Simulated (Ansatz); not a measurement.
Geometry optimisation, RKS PBE0-D4/def2-SVP (Ansatz 0.2.0).

Input:

```yaml
crystal:
  periodic: [false, false, false]
  atoms:
    - { symbol: C, position_ang: [0.4349, 1.0307, 1.2122] }
    - { symbol: C, position_ang: [0.0811, 0.1952, 0.2308] }
    - { symbol: C, position_ang: [-1.289, 0.1206, -0.4358] }
    - { symbol: C, position_ang: [1.2358, -0.7224, -0.1979] }
    - { symbol: "N", position_ang: [1.0724, -1.65, -1.1208] }
    - { symbol: H, position_ang: [-0.87997, 0.68846, 0.37619] }
    - { symbol: H, position_ang: [1.3943, 1.1207, 1.6682] }
    - { symbol: H, position_ang: [-1.1325, 0.3208, -1.5044] }
    - { symbol: H, position_ang: [-1.6963, -0.8531, -0.2275] }
    - { symbol: H, position_ang: [-1.9502, 0.861, 0.0095] }
    - { symbol: H, position_ang: [2.1196, -0.6252, 0.3468] }
    - { symbol: H, position_ang: [0.1581, -1.6557, -1.5077] }
basis:
  gaussian: { orbitals: def2-SVP }
hamiltonian:
  xc: pbe0
  dispersion: d4
relax:
  f_tol: 0.02
  max_steps: 50
```

Run as:

```bash
$ ansatz run input.yaml --threads 2 --pin off --max-ram 3072MiB --backend cpu --events-out ev --progress --plain --runs-dir out
```

Problem. Where does it end, and by what steps?

Solution. The forces met the threshold. After 13 steps the energy has fallen by 7.598 eV; H6 moved furthest, 1.53 Å. The start is strongly strained (largest force component 10 eV/Å), so its close contacts needn't be bonds. Parted: C2–H6 (1.09 → 2.13 Å), C3–H6 (1.07 → 2.76 Å). Joined: C1–H6 (1.60 → 1.09 Å).

```
step  energy less start (eV)  largest force component (eV/Å)  accepted
   0                  0.0000                          10.303       yes
   1                 -1.6162                           4.977       yes
   2                 -2.3080                           2.464       yes
   3                 -3.3196                           3.431       yes
   4                 -4.7429                           3.331       yes
   5                 -6.1509                           2.450       yes
   6                 -6.9684                           1.429       yes
   7                 -7.3667                           0.577       yes
   8                 -7.5434                           0.517       yes
   9                 -7.5789                           0.493       yes
  10                 -7.5963                           0.213       yes
  11                 -7.5978                           0.058       yes
  12                 -7.5983                           0.028       yes
  13                 -7.5984                           0.009       yes
```

```xyz
12
Properties=species:S:1:pos:R:3
C 0.265 1.002 1.130
C 0.046 0.113 0.149
C -1.264 -0.020 -0.564
C 1.151 -0.783 -0.251
N 1.141 -1.685 -1.146
H -0.513 1.691 1.470
H 1.239 1.063 1.623
H -1.147 0.155 -1.646
H -1.681 -1.034 -0.444
H -2.002 0.698 -0.182
H 2.092 -0.635 0.308
H 0.220 -1.734 -1.598
```

The run took 21 s on 2 threads of Intel(R) Xeon(R) 6975P-C (Granite Rapids) (shared host), peak memory 0.24 GiB.
